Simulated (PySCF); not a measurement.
Gas-phase reaction: 2 PH2 + 2 SiH4 = 2 H3SiPH2 + H2

Method: PySCF energies (xtb for GFN2) plus ideal-gas RRHO corrections (1 bar). † marks an energy on the PBE0/def2-TZVP geometry and frequencies; other levels use their own. MP2 freezes the core. 6-31G* has spherical d functions here. Open shells (unrestricted): PH2 (multiplicity 2); the rest are closed-shell singlets. GFN2 has no spin-polarisation term. B3LYP is the form with VWN-RPA correlation. PH2: computed as isolated molecules; such fragments, hydroxides, amides, oligomers or adducts are transient or little studied in the gas. MP2 isn't extrapolated to the basis-set limit; its ΔH°(298 K) is -222.7 kJ in def2-SVP and -263.4 kJ in def2-TZVPP. The harmonic model lacks anharmonicity and excited electronic states, which grow with temperature; levels with a mode under 35 cm⁻¹ are left out. Internal rotation in H3SiPH2 is treated as a harmonic vibration of one conformer, which makes the entropy rough.

```
level               ΔE electronic, kJ  ΔH°(298 K), kJ  ΔS°(298 K), J/K  ΔG°(1400 K), kJ
------------------  -----------------  --------------  ---------------  ---------------
B3LYP/6-31G*                     -234            -224             -145              -44
B3LYP/def2-TZVP†                 -237            -228             -145              -49
GFN2-xTB                         -213            -206             -138              -37
HF/6-31G*                        -124            -113             -148               72
HF/def2-TZVP†                    -125            -115             -145               63
MP2/def2-SVP†                    -232            -223             -145              -45
MP2/def2-TZVPP†                  -273            -263             -145              -85
PBE0/def2-TZVP                   -269            -260             -145              -81
r2SCAN/def2-TZVP†                -265            -255             -145              -77
LDA/def2-TZVP†                   -341            -331             -145             -153
ωB97X-V/def2-TZVP†               -274            -264             -145              -86
```
ΔH° is lowest at LDA/def2-TZVP† and highest at HF/6-31G*. No reference value is set beside these.
